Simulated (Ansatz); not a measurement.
Ansatz input

```yaml
crystal:
  lattice:
    - [0.0, 1.9872899161, 1.9872899161]
    - [1.9872899161, 0.0, 1.9872899161]
    - [1.9872899161, 1.9872899161, 0.0]
  atoms:
    - { symbol: Pd, position: [0.0, 0.0, 0.0], spin: 0.425 }
hamiltonian:
  xc: revpbe
  pseudopotentials:
    kind: paw
    azcp:
      Pd: "pseudopotentials/Pd.paw.azcp"
basis:
  ecutwfc: 420
  fft_grid_basis: typed
kpoints:
  mp_grid: { grid: [22, 22, 22], shift: [0, 0, 0] }
magnetization:
  spin_polarized: true
scf:
  occupations: { method: fermi_dirac, width: 0.05 }
```

Terminal output

```
Engine: ansatz 0.2.0, x86_64-unknown-linux-gnu
Pseudopotentials: kind: paw
Pseudopotential: Pd, paw, valence charge 18, recommended cutoff 420 eV (normal) 
Functional definition: revPBE
  parameter kappa = 1.245
  parameter beta = 0.06672455060314922
  exchange = pbe_x(kappa = kappa, mu = beta*pi^2/3)
  correlation = pbe_c(beta = beta)
Crystal: 1 atoms, lattice volume = 15.697 Å³
Basis set: ecut = 420 eV, 331 PW (Γ)
Bands: 14, of which v1, the nominal top of the filled ones, is band 9 counted from 1 (8 counted from 0)
Symmetry: 48 space group operations
Space group: Fm-3m (ITA 225), of the structure as read, at distance tolerance 2.5e-5 Å
Magnetic group: BNS 225.116 (UNI 1618), of the structure as read, at distance tolerance 2.5e-5 Å
k-points: 328 of 10648
Non-local potential: Pd, projectors of the file, l = 0: 2, l = 1: 2, l = 2: 2, l = 3: 1
PAW form: soft (Blöchl's): semilocal exchange-correlation on the pseudo side does not see the compensation charge
PAW frozen core: Pd, regenerated for the run's functional, and the local potential with it (the file was generated under x = pbe(κ = 0.804, μ = 0.2195149727645171), c = pbe(β = 0.06672455060314922))
PAW one-centre angular grid: Pd, 590 points (default); XC on 64 Gauss nodes
Initial density: superposition of atomic densities (chi_scale 0.1, normalization cell)
Starting moments: Σ|m| = 0.425 μB on 1 of 1 site
Initial wavefunctions: pseudopotential atomic-orbital guess
Functional: x = revpbe(κ = 1.245, μ = 0.2195149727645171), c = pbe(β = 0.06672455060314922)
SCF iter   1: F=—  HF=-6979.200953 eV  |F-HF|=—  |Δ(HF+E_count)|=         —  Δρ=7.75e-2 (↑7.75e-2 ↓6.86e-2)  dr2=3.43e0  dr2_m=9.25e-3  M=0.323 μB ∫|m|=0.331 μB  β_m=0.30  ethr=3.10e-3  ⟨swp⟩=5.5  Hψ=48836  notcnv=0
SCF iter   2: F=—  HF=-6978.621166 eV  |F-HF|=—  |Δ(HF+E_count)|=   5.80e-1  Δρ=4.42e-2 (↑4.42e-2 ↓4.11e-2)  dr2=1.17e0  dr2_m=3.56e-3  M=0.334 μB ∫|m|=0.343 μB  β_m=0.30  ethr=3.10e-3  ⟨swp⟩=2.6  Hψ=19202  notcnv=0  defer=330
spin-set hold released at iteration 2 (site moments show no strong build): the magnetisation degrees of freedom join the quasi-Newton model from the next iteration; the mixer history was kept
SCF iter   3: F=—  HF=-6978.346682 eV  |F-HF|=—  |Δ(HF+E_count)|=   2.74e-1  Δρ=1.51e-2 (↑1.11e-2 ↓1.51e-2)  dr2=4.12e-2  dr2_m=1.80e-3  M=0.331 μB ∫|m|=0.343 μB  β_m=0.30  ethr=3.10e-3  ⟨swp⟩=2.0  Hψ=14918  notcnv=0  defer=331
SCF iter   4: F=—  HF=-6978.351615 eV  |F-HF|=—  |Δ(HF+E_count)|=   4.93e-3  Δρ=4.75e-3 (↑4.75e-3 ↓3.62e-3)  dr2=1.89e-3  dr2_m=2.11e-3  M=0.335 μB ∫|m|=0.346 μB  β_m=0.45  ethr=2.29e-4  ⟨swp⟩=2.0  Hψ=22537  notcnv=0  defer=380
SCF iter   5: F=—  HF=-6978.353093 eV  |F-HF|=—  |Δ(HF+E_count)|=   1.48e-3  Δρ=2.50e-3 (↑2.37e-3 ↓2.50e-3)  dr2=1.30e-4  dr2_m=7.67e-4  M=0.331 μB ∫|m|=0.345 μB  β_m=0.73  ethr=1.05e-5  ⟨swp⟩=2.1  Hψ=11903  notcnv=0  defer=380
SCF iter   6: F=—  HF=-6978.353973 eV  |F-HF|=—  |Δ(HF+E_count)|=   8.80e-4  Δρ=2.62e-4 (↑2.29e-4 ↓2.62e-4)  dr2=1.16e-5  dr2_m=5.81e-6  M=0.326 μB ∫|m|=0.346 μB  β_m=0.78  ethr=7.22e-7  ⟨swp⟩=2.0  Hψ=14792  notcnv=0  defer=380
SCF iter   7: F=—  HF=-6978.353980 eV  |F-HF|=—  |Δ(HF+E_count)|=   6.80e-6  Δρ=8.00e-5 (↑8.00e-5 ↓7.81e-5)  dr2=1.07e-8  dr2_m=8.94e-7  M=0.326 μB ∫|m|=0.347 μB  β_m=0.89  ethr=5.56e-10  ⟨swp⟩=1.8  Hψ=26832  notcnv=0
SCF iter   8: F=—  HF=-6978.353982 eV  |F-HF|=—  |Δ(HF+E_count)|=   1.36e-6  Δρ=7.38e-5 (↑5.48e-5 ↓7.38e-5)  dr2=7.84e-8  dr2_m=5.88e-7  M=0.328 μB ∫|m|=0.348 μB  β_m=0.95  ethr=5.92e-11  ⟨swp⟩=3.0  Hψ=23423  notcnv=0
SCF iter   9: F=—  HF=-6978.353983 eV  |F-HF|=—  |Δ(HF+E_count)|=   9.27e-7  Δρ=1.54e-5 (↑1.36e-5 ↓1.54e-5)  dr2=2.18e-9  dr2_m=2.91e-8  M=0.331 μB ∫|m|=0.352 μB  β_m=0.97  ethr=5.92e-11  ⟨swp⟩=3.0  Hψ=23457  notcnv=0
SCF iter  10: F=—  HF=-6978.353983 eV  |F-HF|=—  |Δ(HF+E_count)|=   4.91e-8  Δρ=2.01e-6 (↑1.24e-6 ↓2.01e-6)  dr2=6.78e-10  dr2_m=2.32e-10  M=0.331 μB ∫|m|=0.352 μB  β_m=0.99  ethr=1.21e-11  ⟨swp⟩=3.0  Hψ=20775  notcnv=0
SCF iter  11: F=-6978.353983 eV  HF=-6978.353983 eV  |F-HF|=1.82e-12  |Δ(HF+E_count)|=  3.10e-10  Δρ=2.24e-7 (↑9.98e-8 ↓2.24e-7)  dr2=4.74e-12  dr2_m=3.05e-12  M=0.331 μB ∫|m|=0.352 μB  ethr=3.76e-12  ⟨swp⟩=2.0  Hψ=17825  notcnv=0
SCF 1 converged in 11 iterations: F = -6978.353983 eV  dr2 = 4.74e-12
SCF converged after 11 iterations
Magnetization: 0.3313 μB (9.1657 up, 8.8343 down)
Absolute magnetization: 0.3525 μB (∫|ρ↑−ρ↓|, with the PAW one-centre terms)
Spin contamination: 0.0012 ħ² per cell (⟨S²⟩ above its minimum at these occupations)
Per-site moments (μB) at R_I (Å): [(0.3408132854501775, 1.1593115950828128)]
Free energy (F): -6978.353983 eV
Harris-Foulkes:  -6978.353983 eV  (|F-HF|=1.82e-12)
Internal energy: -6978.336792 eV  (E = F + TS)
E sigma→0 (E₀):  -6978.345387 eV
Entropy (-TS):   -0.017191 eV (-17.191 meV/atom)
Fermi energy:    18.319728 eV
--- Per-component energies (eV) ---
  E_band       = -159.964434
  E_kinetic    = 512.841902
  E_local      = -1836.099912  (includes V_loc(G=0)·N_el)
  E_nonlocal   = 216.711233
  E_hartree    = 743.324756
  E_xc         = -168.418901
  E_vxc        = -211.019274  (∫ρ·V_xc dr)
  E_paw        = -3755.691247  (= ΣΔE_a)
  E_vpaw       = -329.047998  (= ΣTr[D̂ρ^β])
  E_aug_tail   = 0.000222  (compensation charges beyond the density's cutoff)
  E_ewald      = -2690.926684
  E_core_change = -0.078162  (= ΣΔE_core)
  E_smearing   = -0.017191  (= −TS)
  E_closure    = -0.000000  (closes the sum)
  Σ components = -6978.353983   (vs F -6978.353983, Δ=0.00e0)
```
